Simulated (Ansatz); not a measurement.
Consider the ligand exchange at the Si–F bond: `F[SiH2][SiH3]` + HCl → `[SiH3][SiH2]Cl` + H–F.

Computed with Ansatz on PBE0-D4/def2-TZVP structures; ΔE is electronic, products minus reactants. CBS: MP2 limit from def2 TZ/QZ plus the TZ coupled-cluster correction, frozen cores. This one scheme is used for every species. DFT in def2-TZVPP.

```json
{"species": "`F[SiH2][SiH3]`", "PBE-D4 energy (Eh)": "-681.54054"}
{"species": "HCl", "PBE-D4 energy (Eh)": "-460.62759"}
{"species": "`[SiH3][SiH2]Cl`", "PBE-D4 energy (Eh)": "-1041.76635"}
{"species": "H–F", "PBE-D4 energy (Eh)": "-100.39347"}
```

Q: Work out ΔE.

A: ΔE = (-1041.76635) + (-100.39347) − (-681.54054) − (-460.62759) = 0.00831 Eh = +21.8 kJ/mol. CCSD(T)/CBS gives +26.1 kJ/mol.

Largest T1 diagnostic among the species: 0.012.

Leaving LDA and LC-ωPBE aside and taking each functional with its dispersion term where it has one, the values, not all of them listed here, spread over 18.2 kJ/mol, from revPBE-D4 to CAM-B3LYP-D4. In def2-TZVPP, CCSD(T) changes the Hartree–Fock value by −11.0 kJ/mol (the triples alone add −2.3 kJ/mol) and MP2 by −16.5 kJ/mol.
